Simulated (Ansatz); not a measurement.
Frontier orbitals of `CC=C(C)C`.

```xyz
15

C    -0.2735   -2.0460   -0.4298
C     0.2077   -0.6736   -0.7566
C     0.1107    0.4326   -0.0182
C     0.6574    1.7356   -0.5141
C    -0.5268    0.5033    1.3333
H    -0.9914   -2.3952   -1.1794
H     0.5558   -2.7610   -0.4382
H    -0.7558   -2.1096    0.5455
H     0.6981   -0.5771   -1.7240
H    -0.1316    2.4934   -0.5760
H     1.4136    2.1305    0.1735
H     1.1122    1.6345   -1.5006
H     0.1933    0.8602    2.0777
H    -1.3509    1.2250    1.3301
H    -0.9189   -0.4526    1.6768
```

Charge 0, multiplicity 1. All single points use the PBE0-D4/def2-TZVP geometry. Basis def2-TZVPP, Ansatz 0.2.0.

Orbital energies of one run (eV). Highest occupied ones, from the top: -9.26, -11.98, -12.79, -13.18, -13.57, -13.63, -14.28, -15.25, -15.29, -16.09, -17.47, -21.05, -22.71, -23.94. Empty: 3.15, 3.39, 4.04, 4.45, 5.05, 5.13.

Question: Which functional gave them?
A. LC-ωPBE
B. BLYP
C. CAM-B3LYP
D. PBE

Answer: A. HOMO energies: LC-ωPBE -9.26, PBE -5.51, BLYP -5.38, CAM-B3LYP -7.91 eV.

LC-ωPBE has ω = 0.4 bohr⁻¹.
